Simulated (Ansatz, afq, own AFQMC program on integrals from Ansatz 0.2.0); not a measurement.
## Where AFQMC and coupled cluster stand for CH3, doublet

| atom | x (Å) | y (Å) | z (Å) |
| --- | --- | --- | --- |
| C | 0.0129 | -0.0217 | 0.0001 |
| H | 1.0929 | -0.0077 | -0.0003 |
| H | -0.7319 | 1.2305 | -0.0036 |
| H | -0.5149 | -0.9640 | 0.0031 |

Basis 6-31G. Noble-gas cores (and the filled d shells of Ga–Kr and In–Xe) are frozen. AFQMC by an in-house program on the Cholesky factors that Ansatz 0.2.0 writes for its CCSD(T) run. The CISD trial takes its coefficients from CCSD amplitudes. Released means that phaseless walkers are propagated on without the constraint, phases kept. Uncertainties: one standard error, sampling alone.

Determinant: UHF, the one that the program's search chose, which needn't be the lowest solution. The geometry is a point of a scan.

Full CI on the same integrals is exact in this basis and with this determinant's frozen core.

Cautions: unrestricted determinant slightly spin contaminated (⟨S²⟩ 0.81 against 0.75); the ph-AFQMC/CISD walk drifts between its halves (2.0 errors).

The T1 diagnostic is 0.0210, the weight of the determinant in the CISD state is 0.931 and the ⟨S²⟩ of the determinant is 0.806. The size of the correlated space is 7 electrons in 14 orbitals.

Reference: full CI, correlation energy -2.861 eV. The released energy is read at 2.40 1/Eh (meV from the phaseless value at times in 1/Eh: -0.6 ± 0.9 at 0.24, -4.3 ± 0.8 at 0.51, -4.6 ± 0.8 at 0.99, -5.6 ± 0.7 at 1.62, -5.0 ± 1.0 at 2.40).

| level | E − E(reference) (mEh) | share of correlation (%) |
| --- | --- | --- |
| HF | 105.13 | 0.00 |
| MP2 | 25.66 | 75.59 |
| CCSD | 2.06 | 98.04 |
| CCSD(T) | 0.50 | 99.52 |
| CCSDT | 0.12 | 99.89 |
| CCSDT(Q) | 0.01 | 99.99 |
| CCSDTQ | 0.01 | 99.99 |
| ph-AFQMC/CISD | 0.21 ± 0.04 | 99.80 |
| released AFQMC | 0.03 ± 0.04 | 99.97 |

CCSDT and higher add their correlation energy to the determinant of the CCSD(T) run, since their own runs factorise the integrals more tightly (a shift of under 2 meV). A walk keeps the symmetry of its determinant, which the program's search chose and which needn't be the lowest solution, so a lower state of the same spin and another symmetry isn't excluded. Released energies are given only where the last usable release times agree within the noise; a slower fall can still hide under it.
